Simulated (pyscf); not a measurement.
HO–As(OH)–OH (SMILES O[As](O)O) → H₂O (SMILES O) + O=As–OH (SMILES O=[As]O) (elimination; singlet surface; As–O, H–O broken, H–O formed). Structures and frequencies: ωB97X-D3(BJ)/def2-SVP in PySCF. Correlated levels are frozen-core, on RHF or UHF. ΔMP2 is the change of the MP2 total energy from the triple- to the quadruple-zeta basis. Energies in eV from the reactant's lowest minimum found.

| level | barrier | reaction energy |
|---|---|---|
| r²SCAN/def2-TZVP | 1.34 | +1.36 |
| M06-2X/def2-TZVP | 1.56 | +1.64 |
| HF/def2-TZVP | 2.10 | +1.58 |
| MP2/def2-QZVPP | 1.40 | +1.17 |
| CCSD/def2-TZVPP | 1.61 | +1.38 |
| CCSD(T)/def2-TZVPP | 1.48 | +1.28 |
| CCSD(T)/def2-TZVPP + ΔMP2(QZVPP) | 1.48 | +1.25 |

On the product side the descent ends in a bound adduct, 0.39 eV under the separated species and 0.43 eV under the saddle at ωB97X-D3(BJ)/def2-TZVP. At r²SCAN, M06-2X the saddle lies under the separated products, which points to a path from their complex (located at ωB97X-D3(BJ) alone), and parting the products costs more than the saddle. This is the saddle that the search found; another between the same sides may lie lower. The CCSD(T) − MP2 part came from Ansatz, without density fitting, on the same reference. The frozen core leaves the outer d or s,p core shells of the metals and heavy elements correlated in the MP2 and CC values, and def2-TZVPP describes them poorly, which can shift differences by a few kcal/mol. Elements up to Kr have no core potential and no relativistic terms here.
